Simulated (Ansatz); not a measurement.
Relaxation of C$_{3}$H$_{5}$ClO (10 atoms, charge 0, multiplicity 1), to a largest force component of 0.015 eV/Å in at most 40 steps.

Level of theory: Ansatz, RKS PBE0/def2-SVP.

```xyz
10
Properties=species:S:1:pos:R:3:forces:R:3
C -1.068 -0.760 -0.971 -0.63 2.82 -2.07
C -0.418 -0.580 0.151 0.60 -0.26 1.51
C 0.329 0.604 0.635 0.93 2.50 -3.47
O 0.303 1.648 -0.461 2.45 -4.11 0.61
Cl -0.351 1.430 2.040 -0.18 -0.40 0.72
H -1.204 0.092 -1.722 0.41 -1.08 1.00
H -1.603 -1.646 -1.198 -0.42 -1.29 -0.16
H -0.351 -1.413 0.822 0.00 -0.77 0.71
H 1.424 0.378 0.819 -1.05 0.13 0.07
H -0.262 2.273 -0.117 -2.12 2.48 1.08
```

Problem. Where does it end, and by what steps?

Solution. The run converged. After 14 steps the energy has fallen by 0.720 eV; H10 moved furthest, 0.56 Å.

```
step  energy less start (eV)  largest force component (eV/Å)  accepted
   0                  0.0000                           4.110       yes
   1                 -0.4432                           1.823       yes
   2                 -0.5550                           0.909       yes
   3                 -0.5964                           1.187       yes
   4                 -0.6493                           0.380       yes
   5                 -0.6757                           0.180       yes
   6                 -0.6707                           1.767        no
   7                 -0.7005                           0.192       yes
   8                 -0.7114                           0.497       yes
   9                 -0.7175                           0.204       yes
  10                 -0.7177                           0.197       yes
  11                 -0.7200                           0.059       yes
  12                 -0.7203                           0.021       yes
  13                 -0.7203                           0.072        no
  14                 -0.7204                           0.010       yes
```

```xyz
10
Properties=species:S:1:pos:R:3
C -1.045 -0.660 -0.980
C -0.452 -0.518 0.205
C 0.381 0.673 0.569
O 0.328 1.712 -0.312
Cl -0.138 1.198 2.255
H -0.939 0.096 -1.764
H -1.641 -1.545 -1.212
H -0.537 -1.288 0.977
H 1.439 0.400 0.694
H -0.599 1.957 -0.432
```

Time of the run: 41 s on 2 threads of Arm Neoverse V1 (shared host), peak memory 0.21 GiB.
